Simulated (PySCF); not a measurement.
Ionisation energies (eV) were calculated with PySCF 2.14 by PBE0, MP2 (valence), LDA, in another order, as differences of total energies without spin-orbit coupling. The measured values are between term centres (NIST).

| species | measured | A | B | C |
| --- | --- | --- | --- | --- |
| Be (aug-cc-pVDZ-DK, spin-free X2C) | 9.323 | 8.777 | 9.055 | 9.013 |
| P (aug-cc-pVDZ-DK, spin-free X2C) | 10.526 | 10.382 | 10.585 | 10.538 |
| S (aug-cc-pV(D+d)Z, non-relativistic) | 10.336 | 9.776 | 10.556 | 10.396 |
| Fe (aug-cc-pVDZ-DK, spin-free X2C) | 7.904 | 7.484 | 8.131 | 7.631 |
| Se (aug-cc-pVDZ-DK, spin-free X2C) | 9.635 | 9.021 | 9.877 | 9.610 |
| Br+ (aug-cc-pVDZ-DK, spin-free X2C) | 21.409 | 20.644 | 21.637 | 21.352 |
| Cd+ (aug-cc-pVDZ-PP with ECP28MDF, ECP) | 16.908 | 16.597 | 17.673 | 16.956 |
| Pb+ (aug-cc-pVDZ-PP with ECP60MDF, ECP) | 13.869 | 13.298 | 13.888 | 13.708 |

Q: Which column is which method?

A: A is MP2 (valence) (mean error -0.49 eV); B is LDA (mean error 0.19 eV); C is PBE0 (mean error -0.09 eV). Valence MP2 in a finite basis recovers only part of the missing correlation, so it stays below experiment on average. LDA overbinds the outer electron and comes out highest. PBE0, with a quarter of exact exchange, lies close to experiment on average.
